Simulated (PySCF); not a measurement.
# C₄H₅F: NMR shifts at several levels of theory, part 2 of 2

PySCF 2.14.0. Atoms count from 0. The steps go on from the part before.

**9. NMR shieldings: LC-wPBE/pcSseg-2**

The job: settings as JSON, then the geometry in Å.

```
{"job": {"kind": "nmr", "xc": "LC-wPBE", "basis": "pcSseg-2", "pop": false}, "charge": 0, "multiplicity": 1}
C     -2.034521     0.294179    -0.019701
C     -0.600459     0.075041    -0.086325
C      0.596607    -0.103930    -0.144117
C      2.034665    -0.326377    -0.207987
F      2.704412     0.754408    -0.725112
H     -2.586017    -0.535135    -0.489577
H     -2.309041     1.220680    -0.547616
H     -2.378796     0.386218     1.022094
H      2.429434    -0.530513     0.802949
H      2.253859    -1.206802    -0.838278
```

Level: GIAO LC-wPBE/pcSseg-2 NMR shielding, non-relativistic, gas phase.

What it wrote:

```text
coarse grid: 8536 points
cycle   1  E = -255.0731657132  dE =  6.873e-01  |g| = 5.864e-01  |ddm| = 2.386e+00
cycle   2  E = -255.0886046516  dE = -1.544e-02  |g| = 6.041e-01  |ddm| = 7.621e-01
cycle   3  E = -255.1393470157  dE = -5.074e-02  |g| = 6.119e-02  |ddm| = 4.544e-01
cycle   4  E = -255.1399783279  dE = -6.313e-04  |g| = 2.680e-02  |ddm| = 7.807e-02
cycle   5  E = -255.1401305851  dE = -1.523e-04  |g| = 8.756e-03  |ddm| = 3.274e-02
cycle   6  E = -255.1401468105  dE = -1.623e-05  |g| = 3.297e-03  |ddm| = 1.413e-02
cycle   7  E = -255.1401496830  dE = -2.873e-06  |g| = 5.874e-04  |ddm| = 4.728e-03
final grid: 83296 points
cycle   8  E = -255.1431934808  dE = -1.107e-04  |g| = 8.154e-03  |ddm| = 8.572e-02
cycle   9  E = -255.1431934750  dE =  5.757e-09  |g| = 8.895e-03  |ddm| = 1.061e-02
cycle  10  E = -255.1432037148  dE = -1.024e-05  |g| = 4.639e-04  |ddm| = 5.300e-03
cycle  11  E = -255.1432037703  dE = -5.550e-08  |g| = 2.129e-04  |ddm| = 1.187e-03
cycle  12  E = -255.1432037809  dE = -1.056e-08  |g| = 5.978e-05  |ddm| = 1.967e-04
cycle  13  E = -255.1432037817  dE = -8.660e-10  |g| = 3.052e-05  |ddm| = 8.441e-05
converged SCF energy = -255.1432037817

GIAO shielding tensors (ppm)
atom      isotropic    diamagn.    paramagn.     s11        s22        s33       span
  0 C      184.393     238.692     -54.299    177.601    177.670    197.907     20.306
  1 C       88.694     265.864    -177.171      3.795     17.159    245.127    241.332
  2 C      102.981     268.312    -165.331     12.309     12.517    284.117    271.808
  3 C      113.640     234.881    -121.241     81.420     84.887    174.612     93.192
  4 F      427.431     465.575     -38.144    394.901    407.125    480.267     85.366
  5 H       29.606      28.408       1.197     24.749     27.637     36.432     11.683
  6 H       29.509      28.205       1.305     24.796     27.632     36.101     11.305
  7 H       29.597      28.642       0.955     24.691     27.660     36.439     11.747
  8 H       26.555      28.470      -1.915     22.140     27.227     30.298      8.157
  9 H       26.550      28.179      -1.629     22.139     27.212     30.300      8.161
```

Wall time 58 s (1 thread of Arm Neoverse N1, shared host); peak memory 0.92 GiB.

Key values: δ C1 99.6, C2 85.3, C3 74.7, C0 3.9, H8 4.76, H5 1.75 ppm (means over like atoms).

**10. Nuclear shieldings: PBE0/STO-3G**

Same as in step 9 but for these lines:

```diff
@@ -1,2 +1,2 @@
-{"job": {"kind": "nmr", "xc": "LC-wPBE", "basis": "pcSseg-2", "pop": false}, "charge": 0, "multiplicity": 1}
+{"job": {"kind": "nmr", "xc": "PBE0", "basis": "STO-3G", "pop": true}, "charge": 0, "multiplicity": 1}
 C     -2.034521     0.294179    -0.019701
```

Method: GIAO PBE0/STO-3G NMR shielding, non-relativistic, gas phase.

What it wrote:

```text
coarse grid: 8536 points
cycle   1  E = -251.5646488407  dE =  6.276e-01  |g| = 3.765e-01  |ddm| = 4.161e+00
cycle   2  E = -251.5803091019  dE = -1.566e-02  |g| = 3.593e-01  |ddm| = 1.073e+00
cycle   3  E = -251.6203017725  dE = -3.999e-02  |g| = 2.225e-02  |ddm| = 4.881e-01
cycle   4  E = -251.6202971239  dE =  4.649e-06  |g| = 2.612e-02  |ddm| = 5.282e-02
cycle   5  E = -251.6204670623  dE = -1.699e-04  |g| = 7.182e-03  |ddm| = 3.181e-02
cycle   6  E = -251.6204821242  dE = -1.506e-05  |g| = 1.507e-04  |ddm| = 8.131e-03
cycle   7  E = -251.6204821325  dE = -8.259e-09  |g| = 6.675e-05  |ddm| = 3.217e-04
final grid: 83296 points
cycle   8  E = -251.5955834612  dE = -5.887e-06  |g| = 3.383e-03  |ddm| = 1.127e-02
cycle   9  E = -251.5955844700  dE = -1.009e-06  |g| = 2.902e-03  |ddm| = 8.001e-03
cycle  10  E = -251.5955870295  dE = -2.559e-06  |g| = 2.855e-04  |ddm| = 3.716e-03
cycle  11  E = -251.5955870475  dE = -1.806e-08  |g| = 1.313e-04  |ddm| = 4.011e-04
cycle  12  E = -251.5955870523  dE = -4.715e-09  |g| = 1.508e-05  |ddm| = 1.455e-04
cycle  13  E = -251.5955870523  dE = -6.548e-11  |g| = 3.486e-06  |ddm| = 2.200e-05
converged SCF energy = -251.5955870523

GIAO shielding tensors (ppm)
atom      isotropic    diamagn.    paramagn.     s11        s22        s33       span
  0 C      220.202     244.002     -23.800    213.489    213.808    233.309     19.820
  1 C      163.817     266.344    -102.527    110.085    117.029    264.337    154.251
  2 C      171.700     267.231     -95.531    114.779    120.855    279.466    164.687
  3 C      181.146     247.047     -65.901    154.494    167.326    221.619     67.125
  4 F      447.890     451.477      -3.587    410.159    455.812    477.699     67.540
  5 H       31.287      29.004       2.282     26.374     28.467     39.018     12.644
  6 H       31.243      28.985       2.258     26.330     28.486     38.914     12.584
  7 H       31.282      29.241       2.041     26.357     28.471     39.018     12.661
  8 H       30.133      29.164       0.969     25.648     28.538     36.213     10.565
  9 H       30.128      28.816       1.312     25.647     28.525     36.212     10.566
```

Run time: 3.5 s. Hardware: 1 thread of Arm Neoverse N1, shared host; peak memory 0.36 GiB.

In short: δ C1 70.9, C2 63.0, C3 53.5, C0 14.5, H8 2.47, H5 1.33 ppm (means over like atoms).

**11. Nuclear shieldings: PBE0/6-31G**

Same as in step 10 but for these lines:

```diff
@@ -1,2 +1,2 @@
-{"job": {"kind": "nmr", "xc": "PBE0", "basis": "STO-3G", "pop": true}, "charge": 0, "multiplicity": 1}
+{"job": {"kind": "nmr", "xc": "PBE0", "basis": "6-31G", "pop": true}, "charge": 0, "multiplicity": 1}
 C     -2.034521     0.294179    -0.019701
```

With the program's defaults for keys left out, this is: GIAO PBE0/6-31G NMR shielding, non-relativistic, gas phase.

What it wrote:

```text
coarse grid: 8536 points
cycle   1  E = -254.8266684669  dE =  5.870e-01  |g| = 5.004e-01  |ddm| = 3.119e+00
cycle   2  E = -254.7997867800  dE =  2.688e-02  |g| = 6.776e-01  |ddm| = 1.968e+00
cycle   3  E = -254.8780888032  dE = -7.830e-02  |g| = 6.632e-02  |ddm| = 1.116e+00
cycle   4  E = -254.8788802840  dE = -7.915e-04  |g| = 3.866e-02  |ddm| = 1.004e-01
cycle   5  E = -254.8791805021  dE = -3.002e-04  |g| = 1.723e-02  |ddm| = 4.964e-02
cycle   6  E = -254.8792563718  dE = -7.587e-05  |g| = 1.113e-03  |ddm| = 1.887e-02
cycle   7  E = -254.8792566588  dE = -2.869e-07  |g| = 3.710e-04  |ddm| = 1.462e-03
final grid: 83296 points
cycle   8  E = -254.8515659469  dE = -1.192e-05  |g| = 6.432e-03  |ddm| = 2.484e-02
cycle   9  E = -254.8515627227  dE =  3.224e-06  |g| = 7.994e-03  |ddm| = 1.564e-02
cycle  10  E = -254.8515756300  dE = -1.291e-05  |g| = 9.027e-04  |ddm| = 9.379e-03
cycle  11  E = -254.8515757927  dE = -1.627e-07  |g| = 2.287e-04  |ddm| = 1.234e-03
cycle  12  E = -254.8515758037  dE = -1.096e-08  |g| = 1.013e-04  |ddm| = 3.223e-04
cycle  13  E = -254.8515758061  dE = -2.393e-09  |g| = 2.006e-05  |ddm| = 1.065e-04
cycle  14  E = -254.8515758062  dE = -1.079e-10  |g| = 8.572e-07  |ddm| = 2.126e-05
converged SCF energy = -254.8515758062

GIAO shielding tensors (ppm)
atom      isotropic    diamagn.    paramagn.     s11        s22        s33       span
  0 C      193.307     247.131     -53.824    185.911    186.017    207.992     22.081
  1 C      114.569     270.381    -155.812     40.185     53.064    250.459    210.274
  2 C      126.149     278.459    -152.309     48.449     49.568    280.432    231.983
  3 C      131.686     237.155    -105.468    102.809    109.518    182.732     79.922
  4 F      425.819     465.703     -39.884    399.645    409.154    468.658     69.013
  5 H       30.731      28.099       2.632     25.979     28.995     37.220     11.241
  6 H       30.619      28.099       2.520     25.999     28.937     36.921     10.923
  7 H       30.715      28.305       2.410     25.914     28.998     37.232     11.318
  8 H       27.579      26.981       0.598     23.032     28.048     31.658      8.626
  9 H       27.572      26.873       0.700     23.027     28.039     31.651      8.625
```

Run time: 6.4 s. Hardware: 1 thread of Arm Neoverse N1, shared host; peak memory 0.36 GiB.

In short: δ C1 85.0, C2 73.4, C3 67.8, C0 6.2, H8 5.04, H5 1.92 ppm (means over like atoms).

**12. Run by run: NMR shifts**

Shifts (ppm), means over like atoms, with basis size and wall time:

| run | C1 | C2 | C3 | C0 | H8 | H5 | F4 | functions | time |
| --- | --- | --- | --- | --- | --- | --- | --- | --- | --- |
| PBE0/pcSseg-2 | 95.0 | 82.2 | 73.6 | 4.6 | 4.90 | 1.92 | -239.5 | 250 | 38 s |
| mPW1PW91/pcSseg-2 | 94.7 | 82.0 | 73.6 | 4.8 | 4.89 | 1.92 | -238.0 | 250 | 38 s |
| WP04/pcSseg-2 | 87.9 | 76.0 | 76.0 | 7.0 | 4.81 | 1.94 | -225.8 | 250 | 37 s |
| B97-2/pcSseg-2 | 92.0 | 79.9 | 73.2 | 5.3 | 4.90 | 1.94 | -235.6 | 250 | 38 s |
| BHandHLYP/pcSseg-2 | 94.8 | 80.5 | 70.9 | 3.8 | 4.78 | 1.94 | -219.7 | 250 | 37 s |
| CAM-B3LYP/pcSseg-2 | 96.1 | 82.3 | 74.3 | 3.2 | 4.90 | 1.90 | -231.8 | 250 | 50 s |
| wB97X-D/pcSseg-2 | 95.2 | 82.1 | 73.4 | 4.4 | 4.81 | 1.85 | -231.7 | 250 | 50 s |
| LC-wPBE/pcSseg-2 | 99.6 | 85.3 | 74.7 | 3.9 | 4.76 | 1.75 | -223.8 | 250 | 58 s |
| PBE0/STO-3G | 70.9 | 63.0 | 53.5 | 14.5 | 2.47 | 1.33 | -143.5 | 30 | 3.5 s |
| PBE0/6-31G | 85.0 | 73.4 | 67.8 | 6.2 | 5.04 | 1.92 | -248.5 | 55 | 6.4 s |

**13. Outcome**

The summary covers parts 1 to 2.

| quantity | value |
| --- | --- |
| 13C shifts against TMS (PBE0/pcSseg-2) | 95.0, 82.2, 73.6, 4.6 ppm |
| 1H shifts against TMS (PBE0/pcSseg-2, means over atoms taken as alike) | 4.90, 1.92 ppm |
| 19F shifts against CFCl3 (PBE0/pcSseg-2) | -239.5 ppm |
| range of the shift of F4 | -248.5 to -143.5 ppm |
| property runs in this session | 10, of which 0 failed and 1 gave unsound results |

What this shows: Single values in the summary come from the first run of each kind that ended normally (PBE0/pcSseg-2), which need not be the best level. H8, H9 (mean) (hydrogen on a propargylic sp3 CH2 bonded to F) lies farthest downfield among hydrogen, at 4.90 ppm; its carbon carries F, an electronegative neighbour. At PBE0/pcSseg-2: The largest span, 265 ppm, is at C2, where the paramagnetic term is -167 ppm. Across the 10 runs the shift of F4 moves most, between -248.5 (PBE0/6-31G) and -143.5 ppm (PBE0/STO-3G). A minimal basis is unusable for shieldings, so that end is no result. Most of that comes from the computed reference, not from the atom's own shielding.
